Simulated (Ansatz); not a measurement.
# C₂H₅O− (SMILES [CH2-]OC): one structure at several levels

An exercise on one series of results from a longer session: the logs are not shown, and one member is left open.

Method: single points in def2-TZVPPD; program: Ansatz 0.2.0, Gaussian basis.

Correlated methods freeze the cores.

### Starting geometry

8 atoms, charge -1, spin multiplicity 1.

Atoms are counted from 1 here; the program's logs count them from 0.

Bond lengths: C1–O2 1.484 Å, C1–H4 1.109 Å, C1–H5 1.113 Å, O2–C3 1.351 Å, C3–H6 1.111 Å, C3–H7 1.128 Å, C3–H8 1.125 Å. Angles: O2–C1–H4 101.7°, O2–C1–H5 101.1°, H4–C1–H5 105.6°, C1–O2–C3 113.9°, O2–C3–H6 115.5°, O2–C3–H7 110.3°, O2–C3–H8 114.5°, H6–C3–H7 103.3°, H6–C3–H8 106.3°, H7–C3–H8 105.8°.

As a file:

```xyz
8

C    -1.03100    0.73204   -0.43592
O     0.20243   -0.06964   -0.63370
C     0.74684   -0.53007    0.51438
H    -1.73613    0.23413   -1.13270
H    -0.74743    1.68836   -0.93009
H     0.84167    0.21556    1.33197
H     1.81184   -0.85806    0.33872
H     0.22048   -1.42017    0.95709
```

The first run:

The input, run/in.yaml:

```yaml
crystal:
  periodic: [false, false, false]
  atoms:
    - {symbol: C, position_ang: [-1.030998, 0.732041, -0.435923]}
    - {symbol: O, position_ang: [0.202431, -0.069640, -0.633695]}
    - {symbol: C, position_ang: [0.746844, -0.530068, 0.514384]}
    - {symbol: H, position_ang: [-1.736126, 0.234134, -1.132696]}
    - {symbol: H, position_ang: [-0.747433, 1.688363, -0.930091]}
    - {symbol: H, position_ang: [0.841674, 0.215559, 1.331975]}
    - {symbol: H, position_ang: [1.811840, -0.858065, 0.338722]}
    - {symbol: H, position_ang: [0.220482, -1.420170, 0.957093]}
basis:
  gaussian: {orbitals: "def2-TZVPPD.json"}
total_charge: -1
hamiltonian: {xc: pbe, dispersion: d4}
output: {forces: true}
```

The basis file named in the input lies beside it (Basis Set Exchange, JSON).

Launch:

```console
ansatz run in.yaml --threads 2 --pin off --events-out ev --progress --plain --max-ram 3481MiB
```

Among the steps run: PBE-D4/def2-TZVPPD; r2SCAN-D4/def2-TZVPPD; PBE0-D4/def2-TZVPPD; wB97M-V/def2-TZVPPD; CCSD(T)/def2-TZVPPD.

One of the session's tables, all rows but one given; the rest of the session is left out.

```
   method  RMS force component (eV/Å)  angle to CCSD(T) forces (°)
   PBE-D4                       0.476                         16.7
r2SCAN-D4                       0.461                          5.9
  PBE0-D4                           ?                            ?
  wB97M-V                       0.500                          9.4
  CCSD(T)                       0.548                    reference
```

**Question.** Estimate the row for PBE0-D4.

The run gave: RMS force component (eV/Å): 0.425; angle to CCSD(T) forces (°): 17.3. In the column «RMS force component (eV/Å)» it is the lowest.

To keep in mind: The anion's highest level is positive in at least one run, so there the basis alone may hold the extra electron.
